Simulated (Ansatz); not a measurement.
Geometry optimisation, Ansatz 0.2.0, RKS revPBE-D4/def2-SVP.

The input (input.yaml):

```yaml
crystal:
  periodic: [false, false, false]
  atoms:
    - { symbol: Al, position_ang: [0.06071, -0.455835, -0.45967] }
    - { symbol: Cl, position_ang: [0.028557, -0.196521, 2.952917] }
    - { symbol: H, position_ang: [1.375277, 0.280249, -0.962203] }
    - { symbol: F, position_ang: [-1.439022, 0.166737, -0.913097] }
    - { symbol: H, position_ang: [0.028928, -1.804627, 0.352271] }
    - { symbol: H, position_ang: [-0.023051, -1.255603, 2.129782] }
basis:
  gaussian: { orbitals: def2-SVP }
hamiltonian:
  xc: revpbe
  dispersion: d4
relax:
  f_tol: 0.03
  max_steps: 50
```

Run as:

```bash
$ ansatz run input.yaml --threads 1 --pin off --max-ram 2048MiB --backend cpu --events-out ev --progress --plain --runs-dir out
```

Question: Where does it end, and by what steps?

Answer: The run converged. The force dipped under the threshold on the way, but the program's further checks kept it going. After 40 steps the energy has fallen by 0.339 eV; H6 moved furthest, 1.27 Å. Joined: Al1–Cl2 (3.42 → 2.63 Å).

```tsv
step	energy less start (eV)	largest force component (eV/Å)	accepted
0	0.0000	0.684	yes
2	-0.1084	0.949	yes
4	-0.1453	0.221	no
6	-0.1635	0.108	yes
8	-0.1671	0.127	yes
10	-0.1766	0.902	yes
12	-0.2038	0.152	yes
14	-0.2131	0.103	yes
16	-0.2154	0.069	yes
18	-0.2156	0.153	yes
20	-0.2172	0.067	yes
22	-0.2177	0.030	yes
24	-0.2183	0.061	yes
26	-0.2192	0.210	yes
28	-0.2095	0.706	no
30	-0.2273	0.342	yes
32	-0.2496	0.217	yes
34	-0.2861	0.961	yes
36	-0.3205	0.168	yes
38	-0.3357	0.141	yes
40	-0.3390	0.020	yes
```

```xyz
6
Properties=species:S:1:pos:R:3
Al 0.222 -0.646 -0.214
Cl 0.427 -0.564 2.409
H 1.151 0.551 -0.697
F -1.380 -0.165 0.288
H 0.373 -2.192 -0.555
H -0.762 -0.250 1.869
```

The run took 67 s on 1 thread of Arm Neoverse V1, with other jobs on the host, peak memory 0.13 GiB.
